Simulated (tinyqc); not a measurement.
Worked calculation: extended Hueckel theory, for CH4-. The parameters take no account of the charge, which enters only through the electron count, and nothing here shows that the anion is bound. One step of it, computed by the program tinyqc.

Problem. Wolfsberg-Helmholz matrix. H_ij = K' S_ij (H_ii + H_jj)/2 for i != j (the diagonal keeps H_ii), with K' = K + D^2 + D^4 (1 - K), D = (H_ii - H_jj)/(H_ii + H_jj), K = 1.5.

overlap S:
```
           1C 2s     1C 2px     1C 2py     1C 2pz     2H 1s      3H 1s      4H 1s      5H 1s
1C 2s   1.000000   0.000000   0.000000   0.000000  0.511250   0.511250   0.511250   0.511250
1C 2px  0.000000   1.000000   0.000000   0.000000  0.290180   0.290180  -0.290180  -0.290180
1C 2py  0.000000   0.000000   1.000000   0.000000  0.290180  -0.290180   0.290180  -0.290180
1C 2pz  0.000000   0.000000   0.000000   1.000000  0.290180  -0.290180  -0.290180   0.290180
2H 1s   0.511250   0.290180   0.290180   0.290180  1.000000   0.161989   0.161989   0.161989
3H 1s   0.511250   0.290180  -0.290180  -0.290180  0.161989   1.000000   0.161989   0.161989
4H 1s   0.511250  -0.290180   0.290180  -0.290180  0.161989   0.161989   1.000000   0.161989
5H 1s   0.511250  -0.290180  -0.290180   0.290180  0.161989   0.161989   0.161989   1.000000
```

diagonal H_ii (eV): 1C 2s -21.400000, 1C 2px -11.400000, 1C 2py -11.400000, 1C 2pz -11.400000, 2H 1s -13.600000, 3H 1s -13.600000, 4H 1s -13.600000, 5H 1s -13.600000

K = 1.500000

Give: H.

Solution.

H (eV):
```
          1C 2s   1C 2px   1C 2py   1C 2pz    2H 1s    3H 1s    4H 1s    5H 1s
1C 2s   -21.400    0.000    0.000    0.000  -13.854  -13.854  -13.854  -13.854
1C 2px    0.000  -11.400    0.000    0.000   -5.469   -5.469    5.469    5.469
1C 2py    0.000    0.000  -11.400    0.000   -5.469    5.469   -5.469    5.469
1C 2pz    0.000    0.000    0.000  -11.400   -5.469    5.469    5.469   -5.469
2H 1s   -13.854   -5.469   -5.469   -5.469  -13.600   -3.305   -3.305   -3.305
3H 1s   -13.854   -5.469    5.469    5.469   -3.305  -13.600   -3.305   -3.305
4H 1s   -13.854    5.469   -5.469    5.469   -3.305   -3.305  -13.600   -3.305
5H 1s   -13.854    5.469    5.469   -5.469   -3.305   -3.305   -3.305  -13.600
```
